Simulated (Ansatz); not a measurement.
Relaxation of CH4AlCl (7 atoms, charge 0, multiplicity 1), to a largest force component of 0.03 eV/Å in at most 50 steps.

Method: RHF/def2-SVP in Ansatz 0.2.0.

```xyz
7
Properties=species:S:1:pos:R:3:forces:R:3
Al -0.193 0.971 -0.873 -0.10 0.31 -0.37
C 1.468 -0.102 1.618 0.29 -0.18 -0.08
H 0.462 -0.489 1.766 -0.01 -0.01 0.02
H 2.156 -0.616 2.290 -0.02 -0.01 0.02
H 1.498 0.967 1.827 0.00 0.00 -0.01
H 1.792 -0.286 0.584 -0.01 0.03 0.37
Cl -1.742 -0.444 -0.431 -0.15 -0.14 0.05
```

Task: Where does it end, and by what steps?

Result: The forces met the threshold. The force dipped under the threshold on the way, but the program's further checks kept it going. After 16 steps the energy has fallen by 0.179 eV; Al1 moved furthest, 1.65 Å.

| step | energy less start (eV) | largest force component (eV/Å) | accepted |
| --- | --- | --- | --- |
| 0 | 0.0000 | 0.372 | yes |
| 1 | -0.0875 | 0.166 | yes |
| 2 | -0.1297 | 0.227 | yes |
| 3 | -0.1538 | 0.060 | yes |
| 4 | -0.1647 | 0.064 | yes |
| 5 | -0.1676 | 0.178 | yes |
| 6 | -0.1723 | 0.009 | yes |
| 7 | -0.1743 | 0.142 | yes |
| 8 | -0.1756 | 0.126 | yes |
| 9 | -0.1768 | 0.062 | yes |
| 10 | -0.1777 | 0.041 | yes |
| 11 | -0.1782 | 0.100 | yes |
| 12 | -0.1786 | 0.050 | yes |
| 13 | -0.1789 | 0.003 | yes |
| 14 | -0.1792 | 0.018 | yes |
| 15 | -0.1790 | 0.077 | no |
| 16 | -0.1794 | 0.020 | yes |

```xyz
7
Properties=species:S:1:pos:R:3
Al -1.435 1.209 -1.929
C 1.776 -0.181 1.843
H 0.800 -0.342 1.386
H 1.886 -0.838 2.705
H 1.862 0.857 2.166
H 2.560 -0.400 1.118
Cl -2.009 -0.304 -0.507
```

Whether the end is a true minimum wasn't checked by a vibrational analysis.

Time of the run: 18 s on 1 thread of Arm Neoverse V1 (shared host), peak memory 0.12 GiB.
